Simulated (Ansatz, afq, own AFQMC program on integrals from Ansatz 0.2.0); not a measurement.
## Where AFQMC and coupled cluster stand for BGeH$_{3}$, triplet

```xyz
5

Ge   -0.0288    0.0000    0.2536
B     0.1335    0.0000   -1.6270
H     0.4143    1.2770    0.9714
H     0.4143   -1.2770    0.9714
H    -0.1832    0.0000   -2.7670
```

Connectivity, by distances: GeH2–BH.

Basis cc-pVDZ. Noble-gas cores (and the filled d shells of Ga–Kr and In–Xe) are frozen. Ansatz 0.2.0 and our own AFQMC program on the same integrals; the CISD trial comes from CCSD amplitudes, and released means the phaseless constraint is let go. Free projection: walkers drawn from exp(T), propagated without any constraint. Its projection time is finite, and what remains of the start isn't in its error. Error bars are statistical, one sigma. No spin–orbit coupling.

Determinant: UHF, the one that the program's search chose, which needn't be the lowest solution. The geometry is a PBE0/def2-TZVP stationary point of this or a neighbouring charge and spin state.

No full CI on the walks' own integrals is used here; CCSDT(Q) serves as the reference and is uncertain by about the last step of the cluster series.

Cautions: no relativity below Rb; no spin-orbit coupling; inner d shell frozen; another spin lies lower; the released energies are still falling, so no released level is given (meV from the phaseless value at times in 1/Eh: 7 ± 8 at 0.24, -3 ± 7 at 0.51, -1 ± 9 at 0.99, -12 ± 13 at 1.62, -21 ± 9 at 2.40), though the last usable value meets CCSDT(Q) within the noise.

- T1 diagnostic: 0.0202
- weight of the determinant in the CISD state: 0.890
- ⟨S²⟩ of the determinant: 2.023
- size of the correlated space: 10 electrons in 41 orbitals

Reference: CCSDT(Q), correlation energy -5.074 eV.

```json
{"level": "HF", "E − E(reference) (mEh)": "186.46", "share of correlation (%)": "0.00"}
{"level": "MP2", "E − E(reference) (mEh)": "42.98", "share of correlation (%)": "76.95"}
{"level": "CCSD", "E − E(reference) (mEh)": "5.98", "share of correlation (%)": "96.79"}
{"level": "CCSD(T)", "E − E(reference) (mEh)": "1.33", "share of correlation (%)": "99.29"}
{"level": "CCSDT", "E − E(reference) (mEh)": "0.20", "share of correlation (%)": "99.89"}
{"level": "ph-AFQMC/CISD", "E − E(reference) (mEh)": "0.66 ± 0.34", "share of correlation (%)": "99.65"}
{"level": "free AFQMC", "E − E(reference) (mEh)": "0.17 ± 0.36", "share of correlation (%)": "99.91"}
```

Free projections are given only where their last times agree within the noise and don't stop above the reference; a slow remainder of the start can still hide under it. A walk keeps the symmetry of its determinant, which the program's search chose and which needn't be the lowest solution, so a lower state of the same spin and another symmetry isn't excluded.
